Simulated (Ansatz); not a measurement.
# C4H6S: the cost of one run

Program: Ansatz 0.2.0. Level of theory: RKS r2SCANh-D4/STO-3G. These are calculated values, not measurements.

## Step 1: The structure to begin with

Bond lengths: C1–C2 1.270 Å, C2–C3 1.513 Å, C3–C4 1.577 Å, C2–S5 1.721 Å, C4–S5 1.780 Å, C1–H6 1.131 Å, C1–H7 1.100 Å, C3–H8 1.026 Å, C3–H9 1.083 Å, C4–H10 1.057 Å, C4–H11 1.180 Å. Angles (14 of 19 angles, heavy atoms first): C1–C2–C3 132.0°, C1–C2–S5 130.3°, C3–C2–S5 97.7°, C2–C3–C4 86.6°, C3–C4–S5 93.0°, C2–S5–C4 74.5°, C2–C1–H6 124.2°, C2–C1–H7 122.9°, C2–C3–H8 119.3°, C2–C3–H9 113.7°, C4–C3–H8 117.3°, C4–C3–H9 108.2°, C3–C4–H10 117.4°, C3–C4–H11 108.9°.

Structure file:

```xyz
11

C    -0.6447    1.6931   -0.5071
C    -0.0113    0.6811   -0.0751
C     0.0422   -0.7553   -0.5460
C     0.5652   -1.1099    0.8990
S     1.1360    0.5485    1.2014
H    -0.5891    2.7228   -0.0437
H    -1.3360    1.6446   -1.3616
H    -0.8210   -1.2130   -0.8591
H     0.8394   -0.9518   -1.2521
H     1.2398   -1.9183    0.9868
H    -0.3551   -1.3988    1.5781
```

## Step 2: Relaxing the start

input.yaml

```yaml
crystal:
  periodic: [false, false, false]
  atoms:
    - { symbol: C, position_ang: [-0.6447, 1.6931, -0.5071] }
    - { symbol: C, position_ang: [-0.0113, 0.6811, -0.0751] }
    - { symbol: C, position_ang: [0.0422, -0.7553, -0.546] }
    - { symbol: C, position_ang: [0.5652, -1.1099, 0.899] }
    - { symbol: S, position_ang: [1.136, 0.5485, 1.2014] }
    - { symbol: H, position_ang: [-0.5891, 2.7228, -0.0437] }
    - { symbol: H, position_ang: [-1.336, 1.6446, -1.3616] }
    - { symbol: H, position_ang: [-0.821, -1.213, -0.8591] }
    - { symbol: H, position_ang: [0.8394, -0.9518, -1.2521] }
    - { symbol: H, position_ang: [1.2398, -1.9183, 0.9868] }
    - { symbol: H, position_ang: [-0.3551, -1.3988, 1.5781] }
basis:
  gaussian: { orbitals: STO-3G }
hamiltonian:
  xc: r2scanh
  dispersion: d4
relax:
  f_tol: 0.02
  max_steps: 40
```

Command:

```sh
$ ansatz run input.yaml --threads 1 --pin off --max-ram 2048MiB --backend cpu --events-out ev --progress --plain --runs-dir out
```

**Question.** How long does this run take on 1 thread of Arm Neoverse V1, shared host, and how much memory does it need?

About 31 s, with a peak of 0.12 GiB.
